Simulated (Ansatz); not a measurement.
Input for Ansatz (development build ahead of 0.2.0):

```yaml
crystal:
  periodic: [false, false, false]
  atoms:
    - { symbol: S, position_ang: [0.0, 0.0, 0.0] }
    - { symbol: Mg, position_ang: [0.0, 4.116, 2.3764] }
    - { symbol: Mg, position_ang: [0.0, -4.116, 2.3764] }
basis:
  gaussian: { orbitals: pcseg-2 }
total_charge: 1
magnetization:
  spin_polarized: true
  initial_magnetization: 3
hamiltonian:
  xc: pbe
```

The input is written out in the form of the current development build from the run's settings.

Output:

```yaml
Converged: yes
Total_energy: -797.61994 hartree
Spin_squared_of_the_determinant: 3.756
Stability_test: minimum
```

Caution: charge can spread falsely over distant fragments; other spin multiplicities may lie lower.
